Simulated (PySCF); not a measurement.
Constitutional and geometric isomers with formula C3H4. Gas-phase values, no solvent. Strings in code marks are SMILES.

The dipole moment from two functionals at the same geometries (B3LYP-D3(BJ)/def2-TZVP), both in PySCF: PBE-D3(BJ)/def2-TZVP and B3LYP-D3(BJ)/def2-TZVP. B3LYP has the VWN-RPA correlation part, as in Gaussian. 

```json
[
 {"species": "`C#CC`", "PBE-D3(BJ)/def2-TZVP (D)": "0.86", "B3LYP-D3(BJ)/def2-TZVP (D)": "0.82"},
 {"species": "`C=C=C`", "PBE-D3(BJ)/def2-TZVP (D)": "0.00", "B3LYP-D3(BJ)/def2-TZVP (D)": "0.00"},
 {"species": "`C1=CC1`", "PBE-D3(BJ)/def2-TZVP (D)": "0.48", "B3LYP-D3(BJ)/def2-TZVP (D)": "0.48"}
]
```

Over these rows, drawn at random from the members with no instability flagged (it was tested for open shells, ions and some series alone), PBE minus B3LYP-D3(BJ): mean +0.01 D, from 0.00 D to +0.04 D.
